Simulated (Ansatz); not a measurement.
# HBC, triplet: reading a ladder of total energies

Geometry: a point of a stretch scan, not a stationary point.

```xyz
3

B     0.0000    0.0000    0.2828
C     0.0000    0.0000   -1.7442
H     0.0000    0.0000    1.4615
```

Basis 6-31G; Ansatz 0.2.0. Correlated methods freeze the noble-gas cores, which leaves 8 electrons in 18 orbitals. Prefix R: restricted or restricted open-shell reference; prefix U: unrestricted.

Full CI is exact within this basis and frozen core; it isn't the basis-set limit. The frozen core follows each run's orbitals, which can shift R against U totals by a few meV.

Runs differ by some tens of microhartree through their thresholds and, for an open shell, their frozen cores, so steps under 0.1 kcal/mol mean nothing.

| level | total energy (hartree) |
| --- | --- |
| UHF | -62.828600 |
| UMP2 | -62.917424 |
| UCCSD | -62.961150 |
| UCCSD(T) | -62.968226 |
| UCCSDT | -62.970373 |
| UCCSDT(Q) | -62.971516 |
| UCCSDTQ | -62.970994 |
| full CI | -62.971058 |

Q: What is the correlation energy at full CI, and what share of it do UMP2 and UCCSD(T) recover?

A: E(corr) = -62.971058 − (-62.828600) = -0.142458 hartree = -3.876 eV. UMP2: -0.088824 / -0.142458 = 62.35 %. UCCSD(T): -0.139626 / -0.142458 = 98.01 %.

Q: By how many kcal/mol does UCCSD(T) miss full CI (1 hartree = 627.509 kcal/mol), and which steps make up the rest?

A: -62.968226 − (-62.971058) = 0.002832 hartree = 1.78 kcal/mol. Steps: UCCSDT − UCCSD(T) = -1.35, UCCSDT(Q) − UCCSDT = -0.72, UCCSDTQ − UCCSDT(Q) = 0.33, full CI − UCCSDTQ = -0.04 kcal/mol. Differences between like states or geometries often cancel part of this.
